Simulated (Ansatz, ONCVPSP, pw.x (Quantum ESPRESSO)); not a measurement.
pw.x on fcc Ni: one setting changed

Potential: optimised norm-conserving Vanderbilt (ONCV), ONCVPSP 4.0.1, PBE; core [Ne], reference 3s2 3p6 3d8 4s2; waves: 3s+4s: rc 1.10 bohr, ncon 4, nbas 9, qcut 13.6 1/bohr, 2 projectors; 3p: rc 1.10 bohr, ncon 4, nbas 8, qcut 12.8 1/bohr, 2 projectors, debl 1.9 Ha; 3d: rc 1.50 bohr, ncon 4, nbas 8, qcut 11.8 1/bohr, 2 projectors, debl 2.3 Ha; local part: polynomial inside 0.70 bohr (lpopt 5, dvloc0 0 Ha); core correction: Teter function, fcfact 1.5, rcfact 1.15. In the p channel the program set the typed energies aside and used -2.623, 0.250 Ha.

The reference run (k-mesh 16³, cutoffs 155/620 Ry, Fermi–Dirac 0.01 Ry, mixing_beta 0.4, conv_thr 1e-9, no spin) gives -0.11 GPa at 10.905 Å³/atom, where all-electron LAPW gives -0.50 GPa. This run, with its own iteration cap, changes smearing to mv.

```
&control
  calculation='scf', prefix='x', pseudo_dir='./', outdir='./tmp', tstress=.true., disk_io='none'
/
&system
  ibrav=0, nat=1, ntyp=1, ecutwfc=155, ecutrho=620, nbnd=17,
  occupations='smearing', smearing='mv', degauss=0.01
/
&electrons
  conv_thr=1e-09, mixing_beta=0.4, electron_maxstep=60
/
ATOMIC_SPECIES
Ni 1.0 Ni.UPF
CELL_PARAMETERS angstrom
  0.00000000 1.76007791 1.76007791
  1.76007791 0.00000000 1.76007791
  1.76007791 1.76007791 0.00000000
ATOMIC_POSITIONS crystal
Ni 0.0000 0.0000 0.0000
K_POINTS automatic
16 16 16 0 0 0
```

```bash
pw.x < Ni.scf.in > Ni.scf.out
```

How does the run end?

It converges in 9 iterations; the free energy moves by +90.4 meV/atom and the pressure by -1.07 GPa. This scheme is built to cancel the term in the square of the width that Fermi–Dirac smearing leaves in the F of a metal.

```
Message from routine setup:
     using ibrav=0 with symmetry is DISCOURAGED, use correct ibrav instead
     lattice parameter (alat)  =       4.7038  a.u.
     unit-cell volume          =      73.5906 (a.u.)^3
     number of electrons       =        18.00
     number of Kohn-Sham states=           17
     kinetic-energy cutoff     =     155.0000  Ry
     charge density cutoff     =     620.0000  Ry
     scf convergence threshold =      1.0E-09
     Exchange-correlation= PBE
     number of k points=   145  Marzari-Vanderbilt smearing, width (Ry)=  0.0100
     iteration #  1     ecut=   155.00 Ry     beta= 0.40
     total energy              =    -333.64527857 Ry
     estimated scf accuracy    <       0.00457673 Ry
     iteration #  2     ecut=   155.00 Ry     beta= 0.40
     total energy              =    -333.64591639 Ry
     estimated scf accuracy    <       0.00182025 Ry
     iteration #  3     ecut=   155.00 Ry     beta= 0.40
     total energy              =    -333.64610364 Ry
     estimated scf accuracy    <       0.00029903 Ry
     iteration #  4     ecut=   155.00 Ry     beta= 0.40
     total energy              =    -333.64612499 Ry
     estimated scf accuracy    <       0.00000349 Ry
     iteration #  5     ecut=   155.00 Ry     beta= 0.40
     total energy              =    -333.64612507 Ry
     estimated scf accuracy    <       0.00000214 Ry
     iteration #  6     ecut=   155.00 Ry     beta= 0.40
     total energy              =    -333.64612554 Ry
     estimated scf accuracy    <       0.00000035 Ry
     iteration #  7     ecut=   155.00 Ry     beta= 0.40
     total energy              =    -333.64612547 Ry
     estimated scf accuracy    <       0.00000024 Ry
     iteration #  8     ecut=   155.00 Ry     beta= 0.40
     total energy              =    -333.64612546 Ry
     estimated scf accuracy    <       0.00000003 Ry
     iteration #  9     ecut=   155.00 Ry     beta= 0.40
     the Fermi energy is    18.0492 ev
!    total energy              =    -333.64612547 Ry
     estimated scf accuracy    <          5.0E-10 Ry
     smearing contrib. (-TS)   =      -0.00031224 Ry
     The total energy is F=E-TS. E is the sum of the following terms:
     one-electron contribution =    -174.23758235 Ry
     hartree contribution      =      98.47668634 Ry
     xc contribution           =     -34.57370425 Ry
     ewald contribution        =    -223.31121297 Ry
     convergence has been achieved in   9 iterations
          total   stress  (Ry/bohr**3)                   (kbar)     P=      -11.79
     Message from routine punch:
     Nothing written, as per user request (disk_io='none')
```

The run took about 66 s on one core of a shared server CPU.
